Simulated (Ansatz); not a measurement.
**C2H3B (SMILES B=C=C): single points off equilibrium**

How do the functionals fare away from a minimum? The structure is a structure displaced at random from a GFN2-xTB minimum.

Program: Ansatz 0.2.0, Gaussian basis. Level of theory: single points in def2-TZVPP. These are calculated values, not measurements.

Cores are frozen in the correlated methods.

## Step 1: The system as given

SMILES `B=C=C`, 6 atoms, charge 0, spin multiplicity 1.

Atoms are counted from 1 here; the program's logs count them from 0.

Bond lengths: B1–C2 1.436 Å, B1–H4 1.136 Å, C2–C3 1.308 Å, C3–H5 1.081 Å, C3–H6 1.078 Å. Angles: C2–B1–H4 155.1°, B1–C2–C3 173.1°, C2–C3–H5 121.7°, C2–C3–H6 120.8°, H5–C3–H6 109.5°.

As a file:

```xyz
6
charge 0, multiplicity 1
B    -1.2968   -0.1562   -0.9468
C    -0.1685    0.0269   -0.0779
C     0.9257    0.0722    0.6376
H    -2.3896   -0.0763   -1.2483
H     1.9041   -0.0096    0.1852
H     0.9856    0.6960    1.5148
```

## Step 2: CCSD(T)/def2-TZVPP

The input, run/in.yaml:

```yaml
crystal:
  periodic: [false, false, false]
  atoms:
    - {symbol: B, position_ang: [-1.296800, -0.156200, -0.946800]}
    - {symbol: C, position_ang: [-0.168500, 0.026900, -0.077900]}
    - {symbol: C, position_ang: [0.925700, 0.072200, 0.637600]}
    - {symbol: H, position_ang: [-2.389600, -0.076300, -1.248300]}
    - {symbol: H, position_ang: [1.904100, -0.009600, 0.185200]}
    - {symbol: H, position_ang: [0.985600, 0.696000, 1.514800]}
basis:
  gaussian: {orbitals: def2-TZVPP}
correlation: {method: ccsd_t}
output: {forces: true}
```

No record of the launch command was kept for these runs.

## Step 3: PBE0-D4/def2-TZVPP

Edit run/in.yaml of step 2 so:

```diff
@@ -11,3 +11,3 @@
   gaussian: {orbitals: def2-TZVPP}
-correlation: {method: ccsd_t}
-output: {forces: true}
+hamiltonian: {xc: pbe0, dispersion: d4}
+output: {forces: true, orbitals: {seedname: orbitals}}
```

## Step 4: wB97M-V/def2-TZVPP

Edit run/in.yaml of step 3 so:

```diff
@@ -11,3 +11,3 @@
   gaussian: {orbitals: def2-TZVPP}
-hamiltonian: {xc: pbe0, dispersion: d4}
-output: {forces: true, orbitals: {seedname: orbitals}}
+hamiltonian: {xc: {name: wB97M-V}}
+output: {forces: true}
```

## Step 5: r2SCAN-D4/def2-TZVPP

Edit run/in.yaml of step 4 so:

```diff
@@ -11,3 +11,3 @@
   gaussian: {orbitals: def2-TZVPP}
-hamiltonian: {xc: {name: wB97M-V}}
+hamiltonian: {xc: r2scan, dispersion: d4}
 output: {forces: true}
```

## Step 6: PBE-D4/def2-TZVPP

Edit run/in.yaml of step 5 so:

```diff
@@ -11,3 +11,3 @@
   gaussian: {orbitals: def2-TZVPP}
-hamiltonian: {xc: r2scan, dispersion: d4}
+hamiltonian: {xc: pbe, dispersion: d4}
 output: {forces: true}
```

## Step 7: BHLYP-D4/def2-TZVPP

Edit run/in.yaml of step 6 so:

```diff
@@ -11,3 +11,3 @@
   gaussian: {orbitals: def2-TZVPP}
-hamiltonian: {xc: pbe, dispersion: d4}
+hamiltonian: {xc: {name: BHLYP}, dispersion: d4}
 output: {forces: true}
```

## Step 8: CAM-B3LYP-D4/def2-TZVPP

Edit run/in.yaml of step 7 so:

```diff
@@ -11,3 +11,3 @@
   gaussian: {orbitals: def2-TZVPP}
-hamiltonian: {xc: {name: BHLYP}, dispersion: d4}
+hamiltonian: {xc: {name: CAM-B3LYP}, dispersion: d4}
 output: {forces: true}
```

(Steps that only read results are left out.)

Before running it: what results should come out? Wanted: energy less free atoms, CCSD(T)/def2-TZVPP; RMS force component; RMS force error; HOMO and LUMO, PBE0-D4; T1 diagnostic.

As calculated:

```
                                  quantity                                                                                                 value
energy less free atoms, CCSD(T)/def2-TZVPP                                                                                            -23.606 eV
                       RMS force component                                                                  1.415 to 1.508 eV/Å over the methods
                           RMS force error  PBE0-D4 0.333, wB97M-V 0.311, r2SCAN-D4 0.295, PBE-D4 0.254, BHLYP-D4 0.438, CAM-B3LYP-D4 0.388 eV/Å
                    HOMO and LUMO, PBE0-D4                                                                                    -6.21 and -2.70 eV
                             T1 diagnostic                                                                                                 0.016
```

In words: Against CCSD(T) the functionals' energies less atoms differ by -1.592 to +0.009 eV, PBE-D4 by -1.592 eV. The reference is not at the basis limit: in triple zeta CCSD(T) underbinds, which counts against methods that bind more; the gaps are no ranking. For forces PBE-D4 does best and BHLYP-D4 worst. Frozen-core CCSD(T) forces in triple zeta carry basis errors of their own, and this is one geometry, so small gaps rank nothing. The restricted Hartree–Fock reference is unstable towards an unrestricted one at one or more of these structures.
